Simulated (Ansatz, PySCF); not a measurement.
**PBE against other levels and measurement: cubic BN**

Programs: Ansatz (a first-principles code), PySCF.

```json
[
 {"property": "equilibrium lattice constant a (Å)", "PBE": "3.625", "LDA": "3.581", "PBE-D3(BJ)": "3.607", "r²SCAN": "3.610", "HSE06": "3.596", "reference": "3.593", "PBE less reference": "+0.89 %"},
 {"property": "bulk modulus B0 (GPa)", "PBE": "372", "LDA": "403", "PBE-D3(BJ)": "381", "r²SCAN": "392", "HSE06": "404", "reference": "410 (388–410)", "PBE less reference": "-9.3 %"},
 {"property": "cohesive energy (eV/atom)", "PBE": "6.92", "LDA": "8.05", "PBE-D3(BJ)": "7.15", "r²SCAN": "6.81", "HSE06": "6.85", "reference": "6.76", "PBE less reference": "+0.16 eV/atom"},
 {"property": "band gap (eV), at the measured cell", "PBE": "4.47 (indirect)", "LDA": "4.36", "PBE-D3(BJ)": "–", "r²SCAN": "5.00", "HSE06": "5.79", "reference": "6.2*", "PBE less reference": "-1.73 eV"},
 {"property": "electronic dielectric constant ε∞", "PBE": "4.61", "LDA": "4.57", "PBE-D3(BJ)": "4.60", "r²SCAN": "4.45", "HSE06": "–", "reference": "4.5*", "PBE less reference": "+2.4 %"},
 {"property": "static dielectric constant", "PBE": "6.97", "LDA": "6.74", "PBE-D3(BJ)": "6.88", "r²SCAN": "6.93", "HSE06": "–", "reference": "7.1*", "PBE less reference": "-1.8 %"},
 {"property": "Born effective charge (magnitude) (e)", "PBE": "1.91", "LDA": "1.88", "PBE-D3(BJ)": "1.91", "r²SCAN": "1.98", "HSE06": "–", "reference": "–", "PBE less reference": "–"},
 {"property": "zone-centre TO phonon frequency (cm⁻¹)", "PBE": "1027", "LDA": "1068", "PBE-D3(BJ)": "1046", "r²SCAN": "1044", "HSE06": "1082", "reference": "1055*", "PBE less reference": "-2.7 %"},
 {"property": "zone-centre LO phonon frequency (cm⁻¹)", "PBE": "1262", "LDA": "1298", "PBE-D3(BJ)": "1280", "r²SCAN": "1302", "HSE06": "–", "reference": "1305*", "PBE less reference": "-3.3 %"},
 {"property": "elastic constant C11 (GPa)", "PBE": "779", "LDA": "824", "PBE-D3(BJ)": "794", "r²SCAN": "824", "HSE06": "841", "reference": "820*", "PBE less reference": "-5.0 %"},
 {"property": "elastic constant C44 (GPa)", "PBE": "442", "LDA": "475", "PBE-D3(BJ)": "458", "r²SCAN": "468", "HSE06": "482", "reference": "480*", "PBE less reference": "-7.9 %"},
 {"property": "polycrystal shear modulus (GPa)", "PBE": "381", "LDA": "404", "PBE-D3(BJ)": "392", "r²SCAN": "404", "HSE06": "413", "reference": "–", "PBE less reference": "–"},
 {"property": "direct gap at Γ (eV), at the measured cell", "PBE": "8.83", "LDA": "8.69", "PBE-D3(BJ)": "–", "r²SCAN": "9.56", "HSE06": "10.56", "reference": "–", "PBE less reference": "–"}
]
```

PBE is well off the measurement for the lattice constant a (+0.89 %, at least halved by LDA, PBE-D3(BJ), HSE06); band gap (-1.73 eV, at least halved by HSE06).  In between, or not called against an uncorrected reference: bulk modulus (-9.3 %), cohesive energy (+0.16 eV/atom), high-frequency dielectric constant (+2.4 %), static dielectric constant (-1.8 %), zone-centre TO phonon frequency (-2.7 %), zone-centre LO phonon frequency (-3.3 %), elastic constant C11 (-5.0 %), elastic constant C44 (-7.9 %). Where no measured value is used, PBE differs from r²SCAN by -3.5 % in the Born effective charge (magnitude); from HSE06 by -7.7 % in the Voigt–Reuss–Hill shear modulus; from HSE06 by -1.73 eV in the direct gap at Γ.

A star marks values at room or unstated temperature without corrections; heat and zero-point motion as a rule enlarge cells and lower moduli and gaps.

Called good within 0.30 % for the lattice constant a, 5.0 % for the bulk modulus, 0.10 eV/atom for the cohesive energy (and 5 % of it).

Called well off beyond 0.62 % for the lattice constant a, 13.2 % for the bulk modulus, 0.25 eV/atom for the cohesive energy, 1.09 eV for the band gap, 25 % for the high-frequency dielectric constant, 25 % for the static dielectric constant, 15.0 % for the zone-centre TO phonon frequency, 15.0 % for the zone-centre LO phonon frequency (bounds picked here from the quality of each reference); against an uncorrected reference the elastic constant C11 is called beyond 10 % where a correction would as a rule widen the miss; against an uncorrected reference the elastic constant C44 is called beyond 10 % where a correction would as a rule widen the miss.

Brackets give the range of the sources taken for a reference, where it is wide.

Differences are worked out from the printed values.

The references are measured values: lattice constant a corrected to a static lattice, bulk modulus corrected to a static lattice, cohesive energy corrected to a static lattice, band gap room temperature, high-frequency dielectric constant temperature unstated, static dielectric constant room temperature, zone-centre TO phonon frequency room temperature, zone-centre LO phonon frequency room temperature, elastic constant C11 temperature unstated, elastic constant C44 temperature unstated.

Unless a row names a cell, each level is at its own relaxed cell.

Density-functional gaps are differences of (generalised) Kohn–Sham levels.

Caveats: the dispersion coefficients are held fixed in the derivatives (PBE-D3(BJ)). Ansatz's density-functional and Hartree–Fock values are scalar-relativistic unless marked +SOC, with PAW data made under PBE.

References as tabulated in Mejia-Rodriguez and Trickey (2018), arXiv:1807.09216; Ioffe Institute, NSM Archive: BN, mechanic properties page; Råsander and Moram (2015), arXiv:1505.02379; Goldzak et al. (2022), arXiv:2208.04865 and others.
